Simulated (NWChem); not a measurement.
C2H5O anion

```xyz
8

C      0.2469    -1.1743     0.0000
C     -0.4889     0.1994     0.0000
O      0.3171     1.2613     0.0000
H     -0.4648    -2.0266     0.0000
H      0.8936    -1.2496    -0.8915
H      0.8936    -1.2496     0.8915
H     -1.2036     0.1423     0.8918
H     -1.2036     0.1423    -0.8918
```
Atoms are numbered in this order, from 1.

Results from NWChem. Sets without diffuse functions describe the anion's extra electron poorly. Geometry: optimised at B3LYP/def2-SVPD. The highest occupied level is positive in some or all of these runs, so the extra electron may be held by the finite basis. Total energies compare along this basis series because the functional is fixed.

```csv
level,basis functions,energy (Ha),highest occupied level (eV),orbital gap (eV)
Hartree-Fock/pcseg-1,67,-153.4009,-2.59,11.94
Hartree-Fock/aug-pcseg-1,114,-153.4234,-3.09,6.81
Hartree-Fock/pcseg-2,160,-153.5046,-2.96,9.97
Hartree-Fock/STO-3G,20,-151.2911,4.02,20.09
Hartree-Fock/def2-SVP,67,-153.3166,-2.30,12.13
```
